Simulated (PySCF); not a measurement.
A PySCF script (with the pyscf-properties extension) for the NMR shieldings of 3-butyn-1-ol, C$_{4}$H$_{6}$O, on a GFN2-xTB, dihedral held geometry:

```python
import basis_set_exchange as bse
import numpy as np
from pyscf import gto, dft
from pyscf.prop import nmr

atoms = """
C     2.575194    0.381469    0.194426
C     1.484506   -0.100549    0.105583
C     0.172308   -0.706156   -0.004327
C    -0.965752    0.340941    0.037228
O    -0.424531    1.635636    0.173526
H     3.528708    0.810316    0.272669
H     0.052207   -1.416854    0.817495
H     0.129665   -1.264093   -0.943220
H    -1.634954    0.121346    0.882430
H    -1.558474    0.276101   -0.887553
H    -1.142434    2.275926    0.197739
"""
names = dict.fromkeys(["C", "O", "H"], "pcSseg-1")
basis = {el: gto.basis.parse(bse.get_basis(n, elements=[el], fmt="nwchem")) for el, n in names.items()}
mol = gto.M(atom=atoms, basis=basis, charge=0, verbose=0)
mf = dft.RKS(mol, xc="PBE0")
mf.grids.level = 2
mf.grids.alignment = dft.numint.BLKSIZE   # the property module wants whole blocks of grid points
mf.conv_tol = 1e-9
mf.kernel()

calc = nmr.RKS(mf)   # GIAO
C = mf.mo_coeff
Co = C[:, mf.mo_occ > 0]
resp = mf.gen_response(singlet=True, hermi=2)
def vind(x):   # induced exchange potential for any number of trial vectors
    d = np.einsum("pi,xij,qj->xpq", C, 2 * x.reshape(-1, C.shape[1], Co.shape[1]), Co, optimize=True)
    return np.einsum("xpq,pi,qj->xij", resp(d - d.transpose(0, 2, 1)), C, Co, optimize=True).ravel()
mo1, _ = nmr.rhf.solve_mo1(calc, with_cphf=vind)
sigma = calc.kernel(mo1)
for i, s in enumerate(sigma):   # ppm
    print("%2d %-2s %9.2f" % (i, mol.atom_pure_symbol(i), np.trace(s) / 3))
```

Task: What does it print?

Result: 
```
 0 C     108.34
 1 C     104.92
 2 C     165.94
 3 C     128.03
 4 O     308.65
 5 H      30.33
 6 H      28.96
 7 H      28.96
 8 H      27.76
 9 H      27.76
10 H      31.39
```

These numbers come from an equivalent density-fitted implementation of the same equations, which agrees with the script to about 0.01 ppm for H and up to a few tenths of a ppm for heavy atoms, so last digits may differ.

The geometry is no minimum: GFN2-xTB, dihedral held.

Size and cost of the density-fitted run: 115 basis functions, 6.8 s wall time on 1 thread of an Arm Neoverse V2, shared host.
